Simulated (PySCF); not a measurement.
# Cl2Si (SiCl2): the cost of one run

Computed with PySCF 2.14.0, with density-fitted response routines of our own, on a single molecule, in the gas phase or a continuum. Atoms count from 0, in the outputs and in this text.

## (1) Starting geometry

3 atoms, charge 0, multiplicity 1; geometry from: GFN2-xTB. The atoms were then displaced at random by about 0.01 Å, so the start is not that level's minimum.

Bonds of the start (Å): Cl0–Si1 2.05, Si1–Cl2 2.04.

## (2) Relaxing the molecule at PBE0-D3(BJ)/def2-TZVP

What the job is given:

```
{"job": {"xc": "PBE0", "basis": "def2-TZVP", "d3": "d3bj", "grid": 2, "shake": 0.01, "kind": "geom"}, "charge": 0, "multiplicity": 1}
Cl    -1.558050    -0.469100     0.001730
Si    -0.006140     0.864290    -0.013900
Cl     1.570210    -0.430130    -0.007010
```

On the command line:

```
$ OMP_NUM_THREADS=1 python probes_run.py task.json out
```

This one command runs all jobs of the session in turn.

**Question.** How long does this first job take on 1 thread of Arm Neoverse N1, shared host, and how much memory does it need?

About 22 s, with a peak of 0.41 GiB.
